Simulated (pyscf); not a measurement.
HO–Ge(OH)(OH)–OH (SMILES [OH][Ge]([OH])([OH])[OH]) + H₂C=CH–CH₃ (SMILES C=CC) → H₃C–CH(CH₃)–O–Ge(OH)(OH)–OH (SMILES CC(C)[O][Ge]([OH])([OH])[OH]), an addition across a multiple bond or ene-type step (singlet surface; H–O broken, C–O, C–H formed). PySCF, gas phase, ωB97X-D3(BJ)/def2-SVP geometries. Energies in eV from the separated reactants.

Small-basis levels: PySCF, no dispersion term, spherical d functions. 

In single points B3LYP/LANL2DZ puts the saddle at 1.67 eV and the reaction energy at -0.73 eV. Should these be trusted to within a few kcal/mol? Compare with ωB97M-D3(BJ)/def2-TZVP.

ωB97M-D3(BJ)/def2-TZVP gives ΔE‡ = 1.95 eV and ΔE = -0.73 eV. B3LYP/LANL2DZ lies 0.28 eV under it in the barrier and 0.00 eV under it in the reaction energy, so on this step it does not hold to within 0.13 eV. ωB97M-D3(BJ)/def2-TZVP has limits of its own. On the reactant side the descent ends in a complex, 0.25 eV under the separated species and 2.18 eV under the saddle at ωB97X-D3(BJ)/def2-TZVP. One saddle was located; it need not be the lowest between these sides. In the def2 sets elements up to Kr have no core potential.
